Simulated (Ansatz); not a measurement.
Energy needed to pull apart C2HFO (SMILES OC#CF), singlet, into free ground-state atoms, from the structure below (displaced at random from a GFN2-xTB minimum); no zero-point or spin–orbit terms; open-shell atoms are treated unrestricted, in their ground-state multiplicity.

| atom | x (Å) | y (Å) | z (Å) |
| --- | --- | --- | --- |
| O1 | 0.5296 | 1.3159 | 0.0424 |
| C2 | 0.0800 | 0.0974 | 0.1856 |
| C3 | -0.1267 | -1.0521 | -0.0250 |
| F4 | -0.4312 | -2.1731 | 0.1857 |
| H5 | -0.0229 | 1.8159 | -0.4831 |

Computed with Ansatz 0.2.0 (basis: def2-TZVPP); correlated methods freeze the cores. B3LYP uses VWN-RPA correlation.

```csv
method,atomization energy (eV)
PBE-D4,21.86
r2SCAN-D4,?
PBE0-D4,?
B3LYP-D4,20.49
wB97X-V,20.44
wB97M-V,20.59
HF,12.67
MP2,20.85
CCSD,19.13
CCSD(T),19.71
```

Question: What does r2SCAN-D4 give? (To be estimated.)

Answer: Computed: 20.67 eV, which is about 0.95 eV more than CCSD(T)/def2-TZVPP.

Question: What does PBE0-D4 give? (Judge from chemistry; the value comes from the calculation.)

Answer: Computed: 20.82 eV, which is about 1.11 eV more than CCSD(T)/def2-TZVPP.

In triple zeta the MP2 and coupled-cluster atomization energies are still short of their basis limit by a few kcal/mol a bond, whereas those of the functionals are nearly converged, so these differences are not deviations from converged CCSD(T).

The T1 diagnostic stays at or below 0.014.

For scale, one of the runs: CCSD(T)/def2-TZVPP forces, 138 basis functions (an equivalent command: `ansatz run in.yaml --threads 4`). The run took 37 s on 4 CPU threads (shared host), with 1.5 GiB of host memory at its peak.
